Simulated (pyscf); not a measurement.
Optimised with ωB97X-D3(BJ)/def2-SVP in PySCF.

Task: Estimate the classical barrier height and the reaction energy of H₃C–Cd–CH₃ + H atom (H•) → [H₃C–Cd]• + methane (CH₄) at ωB97M-D3(BJ)/def2-TZVP. The step runs on the doublet surface, breaks C–Cd and forms C–H; take the separated reactants as zero.

Result: ΔE‡ = 52.2 kJ/mol, ΔE = -196.0 kJ/mol. Zero-point energy shifts the barrier by +7.0 kJ/mol. It is a substitution at C, with an imaginary mode of 1386i cm⁻¹. Abstraction by the radical was not located in this set and often lies lower. One saddle was located; it need not be the lowest between these sides. The angle at the attacked C is 180°. Elements past Kr carry the def2 core potentials, without spin-orbit coupling.
